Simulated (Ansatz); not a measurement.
`N=CNCS` and `NCS` differ in one atom or group.

Ansatz, PBE0-D4/def2-TZVP geometries, multiplicity 1. Each molecule was computed in one conformer, which needn't be the lowest.

| property | `N=CNCS` |
| --- | --- |
| HOMO energy (PBE0/def2-TZVPP) / eV | -6.70 |
| HOMO–LUMO gap (PBE/def2-TZVPP) / eV | 4.77 |
| size of the dipole moment (PBE/def2-TZVPP) / D | 2.85 |
| LUMO energy (B3LYP/def2-TZVPP) / eV | 0.10 |
| size of the dipole moment (B3LYP/def2-TZVPP) / D | 2.92 |
| LUMO energy (ωB97M-V/def2-TZVPP) / eV | 2.27 |

(1) Give the same properties after the change, and the shifts. (Estimate.)

Answers

(1) Ansatz gave: 
```tsv
property	`NCS`	shift
HOMO energy (PBE0/def2-TZVPP) / eV	-6.94	-0.24
HOMO–LUMO gap (PBE/def2-TZVPP) / eV	5.16	0.39
size of the dipole moment (PBE/def2-TZVPP) / D	2.49	-0.36
LUMO energy (B3LYP/def2-TZVPP) / eV	0.09	-0.01
size of the dipole moment (B3LYP/def2-TZVPP) / D	2.52	-0.40
LUMO energy (ωB97M-V/def2-TZVPP) / eV	2.05	-0.22
```

Dipoles are sizes alone; their direction can turn.

B3LYP here is the variant with VWN-RPA as its local correlation; programs differ in this.
